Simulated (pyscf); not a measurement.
Thermochemistry of product channels of `[F][GeH]([F])[F]` + `[F]` [doublet] on the doublet surface, in kcal/mol, from CCSD(T)/def2-TZVPP + ΔMP2(QZVPP) energies (ideal gas, 1 atm, RRHO with modes under 100 cm⁻¹ raised to 100, one conformer, R ln 2 for chiral ones without a mode under 150 cm⁻¹). Optimised with ωB97X-D3(BJ)/def2-SVP in PySCF. Correlated levels are frozen-core, on RHF or UHF. ΔMP2 is the change of the MP2 total energy from the triple- to the quadruple-zeta basis.

```
products                                     ΔE  ΔH(298 K)  ΔG(600 K)  ΔG(900 K)
----------------------------------------  -----  ---------  ---------  ---------
`[F][Ge]([F])[F]` [doublet] + `[FH]`      -46.4      -45.6      -49.6      -51.4
`[F][Ge]([F])([F])[F]` + `[H]` [doublet]    ___      -39.9      -36.2      -34.8
```

Task: Some entries are withheld; supply them.

Result: 
- `[F][Ge]([F])([F])[F]` + `[H]` [doublet], ΔE: -36.9

These are energies of the channels, which say nothing of barriers. The CCSD(T) − MP2 part came from Ansatz, without density fitting, on the same reference. The frozen core leaves the outer d or s,p core shells of the metals and heavy elements correlated in the MP2 and CC values, and def2-TZVPP describes them poorly, which can shift differences by a few kcal/mol. Left out: orbital degeneracy and the spin-orbit lowering of F. Elements up to Kr have no core potential and no relativistic terms here.
